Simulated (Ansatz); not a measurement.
# C₃H₈O₂S: up Jacob's ladder to CCSD(T)

Aim: compute C₃H₈O₂S with functionals from several rungs and with coupled cluster. The yardstick is the atomisation energy at the CCSD(T) limit.

Computed with Ansatz 0.2.0, Gaussian basis. Level: functionals in def2-TZVPP, the program's frozen cores in correlated methods.

Levels to be run: PBE-D4, r2SCAN-D4, PBE0-D4, B3LYP-D4, ωB97X-V, ωB97M-V, B2PLYP; CCSD(T)/def2-TZVPP; MP2/def2-QZVPP; extrapolation to the limit.

**1. Structure used throughout**

The geometry comes from an earlier relaxation with PBE0-D4 in a triple-zeta def2 set; it is a stationary point, not always the lowest conformer.

SMILES `CCS(C)(=O)=O`, 14 atoms, charge 0, spin multiplicity 1.

Atoms are counted from 1 here; the program's logs count them from 0.

Bond lengths: C1–C2 1.514 Å, C1–H7 1.092 Å, C1–H8 1.092 Å, C1–H9 1.090 Å, C2–S3 1.782 Å, C2–H10 1.094 Å, C2–H11 1.092 Å, S3–C4 1.772 Å, S3–O5 1.438 Å, S3–O6 1.438 Å, C4–H12 1.089 Å, C4–H13 1.089 Å, C4–H14 1.090 Å. Angles: C2–C1–H7 109.9°, C2–C1–H8 111.9°, C2–C1–H9 110.6°, H7–C1–H8 107.5°, H7–C1–H9 108.4°, H8–C1–H9 108.5°, C1–C2–S3 114.2°, C1–C2–H10 111.9°, C1–C2–H11 113.4°, S3–C2–H10 102.3°, S3–C2–H11 106.6°, H10–C2–H11 107.6°, C2–S3–C4 104.7°, C2–S3–O5 107.4°, C2–S3–O6 108.2°, C4–S3–O5 107.7°, C4–S3–O6 107.7°, O5–S3–O6 120.1° and more.

**2. PBE-D4 (GGA)**

in.yaml

```yaml
crystal:
  periodic: [false, false, false]
  atoms:
    - {symbol: C, position_ang: [0.041528, -0.825224, 1.522730]}
    - {symbol: C, position_ang: [0.956085, -0.091369, 0.565422]}
    - {symbol: S, position_ang: [0.118399, 1.050739, -0.515167]}
    - {symbol: C, position_ang: [-0.895866, 0.029799, -1.548806]}
    - {symbol: O, position_ang: [1.116145, 1.663032, -1.349593]}
    - {symbol: O, position_ang: [-0.753783, 1.868510, 0.284677]}
    - {symbol: H, position_ang: [0.634754, -1.406502, 2.231049]}
    - {symbol: H, position_ang: [-0.620312, -1.519667, 1.001632]}
    - {symbol: H, position_ang: [-0.571309, -0.119314, 2.084121]}
    - {symbol: H, position_ang: [1.659989, 0.559700, 1.091901]}
    - {symbol: H, position_ang: [1.538290, -0.757461, -0.075110]}
    - {symbol: H, position_ang: [-1.635611, -0.492937, -0.944946]}
    - {symbol: H, position_ang: [-0.268336, -0.663156, -2.107602]}
    - {symbol: H, position_ang: [-1.393871, 0.717449, -2.232910]}
basis:
  gaussian: {orbitals: def2-TZVPP}
hamiltonian: {xc: pbe, dispersion: d4}
output: {forces: true, orbitals: {seedname: orbitals}}
```

Run with:

```console
$ ansatz run in.yaml --threads 2 --pin off --events-out ev --progress --plain --max-ram 32768MiB --backend cuda --devices 0, --max-vram 18GiB
```

The runs that follow: r2SCAN-D4 (meta-GGA); PBE0-D4 (hybrid); B3LYP-D4 (hybrid); ωB97X-V (range-separated); ωB97M-V (range-separated); B2PLYP (double hybrid); CCSD(T) in def2-TZVPP; MP2 in def2-QZVPP.

Q: Predict the results of all the runs planned. Wanted: atomisation energy, CCSD(T)/CBS; farthest; mean size of error, hybrid; mean size of error, range-separated; gap, smallest and largest; T1 diagnostic; triples share of the correlation energy.

**Answer**, as computed:

```
                               quantity                                 value
        atomisation energy, CCSD(T)/CBS                       1266.4 kcal/mol
functionals within 6.3 kcal/mol (0.5 %)   PBE0-D4, B3LYP-D4, ωB97X-V, ωB97M-V
                               farthest               PBE-D4 (+33.7 kcal/mol)
             mean size of error, hybrid                          5.0 kcal/mol
    mean size of error, range-separated                          0.9 kcal/mol
              gap, smallest and largest  6.84 eV (PBE-D4), 13.30 eV (ωB97X-V)
                          T1 diagnostic                                0.0143
triples share of the correlation energy                                 4.1 %
```

PBE-D4 is off by +33.7 kcal/mol. Double hybrids carry the basis error of their MP2 part in triple zeta, and no dispersion term here, so their miss is partly the set-up's. Misses under about 6.3 kcal/mol are within the doubt on the reference itself, which lacks core-valence correlation, relativity and higher excitations. Hartree-Fock recovers 70 % of the binding; the rest is correlation. Orbital gaps span 6.8 to 13.3 eV; exact exchange widens them.
